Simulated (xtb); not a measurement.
ethylene (C2H4), SMILES C=C. All values are semi-empirical tight-binding results from xtb (GFN2-xTB unless named), good for trends rather than for accurate numbers. Coordinates come from a GFN2-xTB optimisation.

```
Quantity                                         Result
----------------------------------------  -------------
point group as xtb finds it                         D2h
orbital gap                                     5.68 eV
dipole moment                                    0.00 D
zero-point energy                         31.3 kcal/mol
G − E(el) at 298.15 K (modified RRHO)     18.2 kcal/mol
static polarisability (D4 model)             27.8 bohr³
solvation energy, GFN2-xTB/ALPB(water)    -0.1 kcal/mol
solvation energy, GFN2-xTB/ALPB(acetone)  -1.8 kcal/mol
```

Computed IR lines (harmonic; lines under 4 % of the strongest left out, lines within 3 cm⁻¹ merged):
ν (cm⁻¹): 1021 (m), 3096 (s), 3129 (vs) (against the strongest line: vs over 80 %, s over 45 %, m over 15 %, w over 4 %, vw less)
